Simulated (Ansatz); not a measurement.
Ansatz (an electronic-structure program) input (CCSD(T)/aug-cc-pVDZ):

Ansatz 0.2 input:
```yaml
crystal:
  periodic: [false, false, false]
  atoms:
    - {symbol: C, position_ang: [0.03001831, 0.38890657, 0.00079542]}
    - {symbol: C, position_ang: [1.23978496, -0.08731897, -0.00655119]}
    - {symbol: F, position_ang: [-1.07186953, -0.39122524, 0.00452518]}
    - {symbol: H, position_ang: [-0.22543144, 1.44614772, 0.00468087]}
    - {symbol: H, position_ang: [2.25343763, 0.26535385, -0.01087281]}
basis:
  gaussian:
    orbitals: aug-cc-pVDZ
magnetization: {spin_polarized: true, initial_magnetization: 1}
correlation: {method: ccsd_t, electrons: outside_noble_gas}
output: {forces: true}
```

End of the output:

```
determinant -4793.89334953 eV, -176.1723311775 hartree, with singles and doubles -4806.52050348 eV, -176.6363705262 hartree
3 core orbitals not correlated
reference -4796.25545669 eV, -176.2591370146 hartree; 9, 8 occupied and 75, 76 virtual orbitals, 855 factors
densities: 0.86 GiB planned
second order -11.79480627 eV of doubles, -0.00000000 eV of singles
coupled cluster: 0.58 GiB planned
cycle   1  -12.65641795 eV  change   -4.5e-1 eV  update   3.1e-2
cycle   2  -12.69159591 eV  change   -3.5e-2 eV  update   8.0e-3
cycle   3  -12.69460693 eV  change   -3.0e-3 eV  update   4.6e-3
cycle   4  -12.69724801 eV  change   -2.6e-3 eV  update   1.6e-3
cycle   5  -12.69829882 eV  change   -1.1e-3 eV  update   7.9e-4
cycle   6  -12.69951661 eV  change   -1.2e-3 eV  update   4.5e-4
cycle   7  -12.70030102 eV  change   -7.8e-4 eV  update   2.2e-4
cycle   8  -12.70058100 eV  change   -2.8e-4 eV  update   9.3e-5
cycle   9  -12.70065146 eV  change   -7.0e-5 eV  update   3.8e-5
cycle  10  -12.70065883 eV  change   -7.4e-6 eV  update   1.7e-5
cycle  11  -12.70065778 eV  change    1.1e-6 eV  update   8.3e-6
cycle  12  -12.70065662 eV  change    1.2e-6 eV  update   4.0e-6
cycle  13  -12.70065668 eV  change   -5.4e-8 eV  update   1.9e-6
cycle  14  -12.70065629 eV  change    3.9e-7 eV  update   8.9e-7
coupled cluster: 0.58 GiB planned
perturbative correction -0.41564220 eV, -0.0152745690 hartree
the calculation of the forces begins
Total energy: -4809.37175517 eV, -176.7411520933 hartree
Atom 0 at     0.030018     0.388907     0.000795 Å, force    -1.054086     0.867408     0.007505 eV/Å
Atom 1 at     1.239785    -0.087319    -0.006551 Å, force     1.291491    -1.048388    -0.009160 eV/Å
Atom 2 at    -1.071870    -0.391225     0.004525 Å, force    -0.658297    -0.514944     0.002109 eV/Å
Atom 3 at    -0.225431     1.446148     0.004681 Å, force    -0.085884     0.444288     0.001523 eV/Å
Atom 4 at     2.253438     0.265354    -0.010873 Å, force     0.506776     0.251636    -0.001977 eV/Å
Dipole moment:     0.265358     0.305160    -0.000612 e Å
```

It need not be the lowest isomer of its formula.

The determinant is spin-contaminated: <S^2> is 0.93 against 0.75 for a pure state.
